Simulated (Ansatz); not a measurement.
Task: a ladder of basis sets of BClH2Si, SMILES B[Si]Cl, with Ansatz 0.2.0, Python API. Give the script and its output. Settings (for the species named): Hartree-Fock, STO-3G basis, multiplicity 3. The script varies basis: STO-3G, 6-31G, 6-31G*, def2-SVP, def2-SVPD, def2-TZVP, def2-TZVPP.

The script reads `bclh2si.xyz`:
```text
5

B    -0.78370    0.00590    0.05780
Si    0.92830   -0.74580    0.57390
Cl    2.46210    0.26860   -0.42700
H    -1.01140    1.14730    0.25830
H    -1.59520   -0.67610   -0.46300
```

The script, `basis.py`:
```python
import ansatz as az

FUNCTIONAL = 'hf'

system = az.Crystal.molecule_from_extxyz('bclh2si.xyz')

base = (
    system.calculation()
    .functional(FUNCTIONAL)
    .spin('collinear', total=2)
)

energies = {}
for basis in ['STO-3G', '6-31G', '6-31G*', 'def2-SVP', 'def2-SVPD', 'def2-TZVP', 'def2-TZVPP']:
    rep = base.basis(gaussian=basis).run(threads=1, backend='cpu').report
    size = rep['n_frozen'] + rep['n_occupied'][0] + rep['n_virtual'][0]
    energies[basis] = (rep['reference_energy_ev'] / 27.211386246, rep['free_energy_ev'] / 27.211386246)
    print(f'{basis:14s} {size:4d} orbitals  reference {energies[basis][0]:14.6f} Ha  total {energies[basis][1]:14.6f} Ha')

last = energies['def2-TZVPP'][1]
for basis, (_, total) in energies.items():
    print(f'{basis:14s} lies {27.211386 * (total - last):9.4f} eV above def2-TZVPP')
```

Running `python basis.py` prints:
```text
STO-3G           25 orbitals  reference    -765.660024 Ha  total    -765.660024 Ha
6-31G            39 orbitals  reference    -774.132028 Ha  total    -774.132028 Ha
6-31G*           57 orbitals  reference    -774.190758 Ha  total    -774.190758 Ha
def2-SVP         60 orbitals  reference    -773.965532 Ha  total    -773.965532 Ha
def2-SVPD        87 orbitals  reference    -773.977271 Ha  total    -773.977271 Ha
def2-TZVP       117 orbitals  reference    -774.255214 Ha  total    -774.255214 Ha
def2-TZVPP      143 orbitals  reference    -774.255780 Ha  total    -774.255780 Ha
STO-3G         lies  233.9024 eV above def2-TZVPP
6-31G          lies    3.3675 eV above def2-TZVPP
6-31G*         lies    1.7693 eV above def2-TZVPP
def2-SVP       lies    7.8980 eV above def2-TZVPP
def2-SVPD      lies    7.5786 eV above def2-TZVPP
def2-TZVP      lies    0.0154 eV above def2-TZVPP
def2-TZVPP     lies    0.0000 eV above def2-TZVPP
```

Against STO-3G: 6-31G -8472.0 mHa, 6-31G* -8530.7 mHa, def2-SVP -8305.5 mHa, def2-SVPD -8317.2 mHa, def2-TZVP -8595.2 mHa and def2-TZVPP -8595.8 mHa. The last step alone is -0.57 mHa (these two sets differ little on atoms other than hydrogen).

Reading the output:
- The settings weren't tested for convergence.
- The geometry is a force-field or estimated start, not a minimum of this method, and the last set is no limit. Much of the fall in a total is atomic energy, which cancels in bond and reaction energies.
- The species is open-shell (spin multiplicity 3).
- Totals across families of basis sets mostly measure their core functions.
- The whole script took 13 s on 1 thread of Arm Neoverse V1, on a shared host, peak memory 0.35 GiB.
